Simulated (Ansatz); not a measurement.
Rock-salt RbBr, treated with LDA in Ansatz (plane waves, PAW).

Numerical settings: plane-wave cutoff 520 eV, 8×8×8 k mesh, Fermi–Dirac smearing 0.01 eV, scalar-relativistic PAW data made under PBE.

A third-order Birch–Murnaghan fit to the energies gives V0 = 37.053 Å³/atom, B0 = 18.4 GPa, B′ = 5.1.

| V (Å³/atom) | P (GPa) |
|---|---|
| 34.735 | 1.404 |
| 35.474 | [?] |
| 36.213 | [?] |
| 36.953 | 0.051 |
| 37.692 | -0.301 |
| 38.431 | [?] |
| 39.170 | -0.886 |

Question: Estimate the withheld pressures from this fit; the answers are the runs' own values.

Answer: 
- 35.474, P (GPa): 0.897
- 36.213, P (GPa): 0.448
- 38.431, P (GPa): -0.612

The formula P = (3/2) B0 (x^(7/3) − x^(5/3)) [1 + (3/4)(B′ − 4)(x^(2/3) − 1)] with x = V0/V meets the computed pressures within 0.01 GPa when these rounded values are put in.

Measured, for comparison: bulk modulus 16 GPa (4 K, zero-point motion not removed; as tabulated in Doll and Stoll (1998), arXiv:cond-mat/9801031); equilibrium volume per atom 39.69 Å³/atom (low temperature, zero-point motion not removed; as tabulated in Doll and Stoll (1998), arXiv:cond-mat/9801031). Computed (rounded) less measured: bulk modulus +15 %, equilibrium volume per atom -6.7 %.

Computed values are for the static lattice.

Ansatz is a program for electronic structure.
